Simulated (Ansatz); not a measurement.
The cluster Li2O. Charge 0, multiplicity 5. Geometry r2SCAN-D4/def2-TZVP; atoms count from 1.

```xyz
3

Li   -2.932    0.684   -1.579
Li    2.931   -0.685    1.580
O     0.001    0.001   -0.001
```

In the quintet geometry the species has come apart into loosely held pieces. At PBE0-D4/def2-TZVP a singlet of charge 0 lies 6.88 eV below the quintet, each at its own geometry. The structure comes from a short search, and lower isomers may exist.

(1) Estimate the Mulliken populations from the PBE0/def2-TZVP orbitals of Ansatz.

(2) Where does the spin sit?

Results:

(1) 
| atom | charge (e) | spin (α − β) |
| --- | --- | --- |
| Li1 | -0.01 | 1.00 |
| Li2 | -0.01 | 1.00 |
| O3 | 0.03 | 2.00 |
Mulliken values depend strongly on the basis.

(2) Summed by element: Li 2.00, O 2.00, of 4 unpaired in all. Largest on single atoms: O3 2.00, Li1 1.00, Li2 1.00.
